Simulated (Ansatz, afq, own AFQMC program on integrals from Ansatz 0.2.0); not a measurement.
## AFQMC, coupled cluster and functionals along a coordinate of CH$_{2}$N, quartet

```csv
atom,x (Å),y (Å),z (Å)
N,-0.0301,-0.1308,0.6612
C,0.1162,0.1026,-0.7459
H,-0.2826,0.7427,1.1410
H,-0.6838,-0.1484,-1.4423
```

The N1–C2 distance is changed with both sides rigid. Energies in mEh count from this geometry (1.434 Å) at the same level; the start stands on UHF, each point on the determinant named.

Basis cc-pVDZ. Only valence electrons are correlated. AFQMC by an in-house program on the Cholesky factors that Ansatz 0.2.0 writes for its CCSD(T) run. The CISD trial takes its coefficients from CCSD amplitudes. Released means that phaseless walkers are propagated on without the constraint, phases kept. Uncertainties: one standard error, sampling alone.

Cautions, each for one point or more: a spin-contaminated unrestricted determinant lies lower; an unrestricted solution with more broken spin lies lower; higher spins were not checked; lower spins were not checked; released walk and highest rung disagree; the ph-AFQMC/CISD walk drifts between its halves; unrestricted determinant spin contaminated; walk and cluster series may follow different spin states.

```tsv
r(N1–C2) / Å	det.	T1	weight	⟨S²⟩	r2SCAN	CCSD	CCSD(T)
1.149	UHF	0.023	0.91	3.76	95.3	105.3	105.6
1.739	UHF	0.019	0.89	3.77	29.1	26.6	25.3
2.335	UHF¶	0.038	0.86	4.08	105.6§	92.7	92.4
3.080	ROHF	0.019	0.89	pure	127.5§	98.3	100.4
4.965	UHF	0.009	0.90	3.77	131.4§	99.6	102.0
```

Problem. Estimate the curve of CCSDT(Q), counted from the same start.

Solution. 
```
r(N1–C2) / Å  det.     T1  weight  ⟨S²⟩  CCSDT(Q)  ph-AFQMC/CISD  released AFQMC
       1.149   UHF  0.023    0.91  3.76     105.7    105.3 ± 0.5     104.5 ± 1.0
       1.739   UHF  0.019    0.89  3.77      24.7     24.5 ± 0.6     24.6 ± 0.9*
       2.335  UHF¶  0.038    0.86  4.08      89.2     90.8 ± 0.8               –
       3.080  ROHF  0.019    0.89  pure     100.5    101.1 ± 0.6     100.4 ± 0.9
       4.965   UHF  0.009    0.90  3.77     102.2    101.3 ± 0.6    103.6 ± 1.1*
```

Weight is that of the determinant in the CISD state; at the start T1 is 0.020 and the weight 0.91, and ⟨S²⟩ is 3.76. ¶ marks points with a poor determinant and no full CI, where no value is sure; they don't count among the departures. An asterisk marks released energies that aren't shown to be converged. Symmetry can't show for every point that it stays on the start's state. A dash marks a missing value, a released energy that hasn't settled or a functional that sits on another state. § marks a functional whose ⟨S²⟩ is too high by over 0.1. Largest departures from CCSDT(Q), at the points where its series has closed: CCSD(T) 0.6 mEh at 1.739 (on UHF), ph-AFQMC/CISD 0.5 mEh at 3.080 (on ROHF) (within the noise), released AFQMC -1.2 mEh at 1.149 (on UHF) (within the noise), CCSD -2.2 mEh at 3.080 (on ROHF). The functionals aren't scored here. In this small basis the wave-function levels are far from their limit, so their gap to the functionals isn't the functionals' error.
